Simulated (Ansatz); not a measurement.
Coupled-cluster diagnostics for P5⁺, Ansatz.

Geometry of the singlet (B3LYP-D4/def2-SVP):

```xyz
5

P    -1.764   -1.611   -0.102
P    -0.899    0.290    0.488
P    -1.947    0.004   -1.391
P     2.970    1.129    1.005
P     1.640    0.188    0.000
```

Correlated methods freeze 25 core orbitals. Another isomer (singlet) lies 2.13 eV lower at PBE0-D4/def2-TZVP; other spin states weren't run for this one.

(1) Estimate the CCSD(T) correlation energy, the shares of MP2 and (T), T1 and the reference's ⟨S²⟩ for: charge 1, singlet, own geometry in def2-TZVPP; and the rough time on 4 threads of Arm Neoverse V2 on a shared host.

Results:

(1) 
```json
{"state": "charge 1, singlet, own geometry", "basis": "def2-TZVPP", "correlation (eV)": "-21.470", "MP2 share (%)": "88.9", "(T) share (%)": "7.5", "T1": "0.020", "⟨S²⟩ (pure)": "0.00 (0.00)", "wall time": "29 s", "remarks": "large T1, restricted SCF unstable"}
```
Customary marks for T1 are 0.02 (closed shells), 0.045 (open shells) and about 0.05 (3d metals). T1 exceeds 0.02 in 1 of 1 rows and 0.045 in 0; the higher it lies, the less the single-reference result can be trusted.
